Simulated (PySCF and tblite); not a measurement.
Results of a calculation; reference values are marked as such.
Dynamics report: rotation

System: C4H7N, numbered as in [H]/[N:5]=[CH:4]/[C:2](=[CH2:1])[CH3:3].

Motion: rotation about the C2–C4 bond (torsion C1–C2–C4–N5 from 180° to 360°, rising). Geometries: GFN2-xTB; energies: BP86/pcSseg-1 + D3(BJ); zero-point and thermal terms from GFN2-xTB harmonic modes (soft modes blended into free rotors). Rates follow Eyring's equation with the number of equivalent paths and no tunnelling. (PySCF 2.14 with density fitting, tblite 0.8.)

| point | symmetry | E(GFN2) kcal/mol | E(DFT) kcal/mol | ZPE change kcal/mol | lowest mode cm⁻¹ | dipole D |
| --- | --- | --- | --- | --- | --- | --- |
| start | Cs | 0.0 | 0.0 | 0.00 | 82 | 1.40 |
| saddle | C1 | 5.0 | 8.9 | -0.39 | 118i | 1.73 |
| end | Cs | 1.3 | 4.0 | -0.04 | 84 | 1.80 |

```
Electronic barrier                                      : 8.9 kcal/mol
Barrier with zero-point energy                          : 8.5 kcal/mol
ΔH‡ (298 K)                                             : 8.1 kcal/mol
ΔS‡ (298 K, symmetry apart)                             : -2.7 cal/(mol K)
Paths                                                   : 2 equivalent paths
End point                                               : a different minimum
Mean lifetime of the start against this motion at 298 K : 290 ns
Cost                                                    : 28 s on 1 thread of AMD EPYC 9R45 96-Core, on a host shared with other jobs (rough), peak memory 0.54 GiB, launched as `OMP_NUM_THREADS=1 python ens_run.py task.json out`
```

```json
{"T/K": "150", "ΔG‡ kcal/mol": "8.7", "k s⁻¹": "1.4", "ΔG kcal/mol": "4.0", "k back s⁻¹": "7.9×10⁵"}
{"T/K": "200", "ΔG‡ kcal/mol": "8.8", "k s⁻¹": "2240", "ΔG kcal/mol": "4.0", "k back s⁻¹": "4.6×10⁷"}
{"T/K": "250", "ΔG‡ kcal/mol": "8.8", "k s⁻¹": "1.9×10⁵", "ΔG kcal/mol": "3.9", "k back s⁻¹": "5.4×10⁸"}
{"T/K": "298", "ΔG‡ kcal/mol": "8.9", "k s⁻¹": "3.5×10⁶", "ΔG kcal/mol": "3.9", "k back s⁻¹": "2.7×10⁹"}
{"T/K": "350", "ΔG‡ kcal/mol": "9.1", "k s⁻¹": "3.3×10⁷", "ΔG kcal/mol": "3.9", "k back s⁻¹": "9.4×10⁹"}
{"T/K": "400", "ΔG‡ kcal/mol": "9.2", "k s⁻¹": "1.6×10⁸", "ΔG kcal/mol": "3.9", "k back s⁻¹": "2.3×10¹⁰"}
{"T/K": "500", "ΔG‡ kcal/mol": "9.4", "k s⁻¹": "1.6×10⁹", "ΔG kcal/mol": "3.9", "k back s⁻¹": "8.4×10¹⁰"}
```

ΔG and ΔG‡ leave out symmetry numbers and mirror images; rates count paths: 2 out, 2 back.
